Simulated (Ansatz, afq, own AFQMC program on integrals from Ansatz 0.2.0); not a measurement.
## BGe, quartet: AFQMC among the cluster methods

```xyz
2

Ge    0.0000    0.0000    0.0000
B     0.0000    0.0000    5.4150
```

Basis cc-pVDZ. Noble-gas cores (and the filled d shells of Ga–Kr and In–Xe) are frozen. AFQMC by an in-house program on the Cholesky factors that Ansatz 0.2.0 writes for its CCSD(T) run. The CISD trial takes its coefficients from CCSD amplitudes. Released means that phaseless walkers are propagated on without the constraint, phases kept. Error bars are statistical, one sigma. No spin–orbit coupling.

Determinant: UHF, the one that the program's search chose, which needn't be the lowest solution. The geometry is a point of a scan.

Full CI on the same integrals is exact in this basis and with this determinant's frozen core.

Cautions: no relativity below Rb; no spin-orbit coupling; inner d shell frozen; lower spins were not checked; the released energies have errors that jump between times, so the bars are unsure, so no released level is given (meV from the phaseless value at times in 1/Eh: -5.8 ± 1.5 at 0.24, -49 ± 40 at 0.51, -13.3 ± 1.3 at 0.99, -12.8 ± 1.2 at 1.62, -14.5 ± 1.3 at 2.40).

* T1 diagnostic: 0.0094
* weight of the determinant in the CISD state: 0.888
* ⟨S²⟩ of the determinant: 3.766
* size of the correlated space: 7 electrons in 26 orbitals

Reference: full CI, correlation energy -3.194 eV.

```tsv
level	E − E(reference) (meV)	share of correlation (%)
HF	3194.1	0.00
MP2	1105.0	65.41
CCSD	65.1	97.96
CCSD(T)	23.5	99.26
CCSDT	5.7	99.82
CCSDT(Q)	4.6	99.86
CCSDTQ	1.0	99.97
ph-AFQMC/CISD	21.1 ± 2.6	99.34
```

CCSDT and higher add their correlation energy to the determinant of the CCSD(T) run, since their own runs factorise the integrals more tightly (a shift of under 2 meV). A walk keeps the symmetry of its determinant, which the program's search chose and which needn't be the lowest solution, so a lower state of the same spin and another symmetry isn't excluded.
